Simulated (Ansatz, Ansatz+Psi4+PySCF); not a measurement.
```xyz
4

N     0.0006   -0.0169   -0.0248
O     1.2465   -0.0185    0.0227
O    -0.6481    1.0773    0.0101
O    -0.6226   -1.0772   -0.0297
```

Basis set: cc-pVTZ (spherical functions). Frozen core: 4 orbitals. Correlation on ROHF uses semicanonical orbitals with singles. Charge 0, multiplicity 2.

Computed with Ansatz (development build ahead of 0.2.0); each method stands on the lowest determinant of its kind that the runs found.

(1) Give the atomization energy at this shape (free ground-state atoms in the same class of orbitals less the molecule, no zero-point energy) of doublet NO3 by ROHF-MP2, UHF, ROHF, ROHF-CCSD(T), ROHF-CCSD.

## Answers

(1)

| method | atomization energy |
| --- | --- |
| ROHF-MP2 | 1104.3 kJ/mol |
| UHF | 233.7 kJ/mol |
| ROHF | 228.2 kJ/mol |
| ROHF-CCSD(T) | 1056.9 kJ/mol |
| ROHF-CCSD | 950.5 kJ/mol |

Caution for ROHF-MP2, ROHF, ROHF-CCSD(T), ROHF-CCSD: an unrestricted determinant lies well below. Caution for ROHF-MP2, ROHF-CCSD(T): another reference gives a lower total. Caution for ROHF-MP2, ROHF-CCSD(T), ROHF-CCSD: large amplitudes, a single reference is doubtful. Caution for UHF: the unrestricted determinant is spin contaminated.
